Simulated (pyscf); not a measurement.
H₂N–SiH(NH₂)–NH₂ -> HN=SiH–NH₂ + NH₃, an elimination (singlet surface; H–N, N–Si broken, H–N formed). Optimised with ωB97X-D3(BJ)/def2-SVP in PySCF. Correlated levels are frozen-core, on RHF or UHF. ΔMP2 is the change of the MP2 total energy from the triple- to the quadruple-zeta basis. Energies in kcal/mol from the reactant's lowest minimum found.

Small-basis levels: PySCF, no dispersion term, spherical d functions. AM1 to PM7: differences of heats of formation from MOPAC, which are fitted to 298 K values and so differ in kind from electronic energies by zero-point and thermal terms. GFN2-xTB: tblite. Cost: rough CPU time at the saddle relative to B3LYP/6-31G*, from one job on a shared machine.

```csv
level,barrier,reaction energy,cost
HF/STO-3G,___,+101.1,0.03
HF/3-21G,60.2,+89.5,0.04
HF/6-31G*,64.4,+69.0,0.07
MP2/6-31G*,___,+63.5,0.08
PBE/6-31G*,43.0,+60.0,1
GFN2-xTB,44.2,+37.0,under 0.02
AM1,75.9,+54.6,under 0.02
PM3,54.8,+53.7,under 0.02
PM6,53.9,+65.7,under 0.02
CCSD(T)/def2-TZVPP + ΔMP2(QZVPP),___,+63.5,–
```

Question: Fill in the missing entries.

Answer: 
- HF/STO-3G, barrier: 88.3
- MP2/6-31G*, barrier: 51.6
- CCSD(T)/def2-TZVPP + ΔMP2(QZVPP), barrier: 51.2

Against the last row the barrier runs from -8.2 (PBE/6-31G*) to +37.1 kcal/mol (HF/STO-3G); MP2/6-31G* happens to lie closest here (0.3 kcal/mol apart). CCSD(T)/def2-TZVPP + ΔMP2(QZVPP) has limits of its own. On the product side the descent ends in an adduct with a N–Si contact, 21.0 kcal/mol under the separated species and 6.2 kcal/mol under the saddle at ωB97X-D3(BJ)/def2-TZVP. At CCSD(T) the saddle lies under the separated products, which points to a path from their complex (located at ωB97X-D3(BJ) alone), and parting the products costs more than the saddle. What is counted as broken (N–Si) persists as a longer contact in the product adduct; parting that adduct is a step of its own. HN=SiH–NH₂ lies 20.7 kcal/mol over its isomer H₂N–Si:–NH₂ [singlet] (electronic energy, ωB97M-D3(BJ)/def2-TZVP). This is the saddle that the search found; another between the same sides may lie lower. The CCSD(T) − MP2 part came from Ansatz, without density fitting, on the same reference.
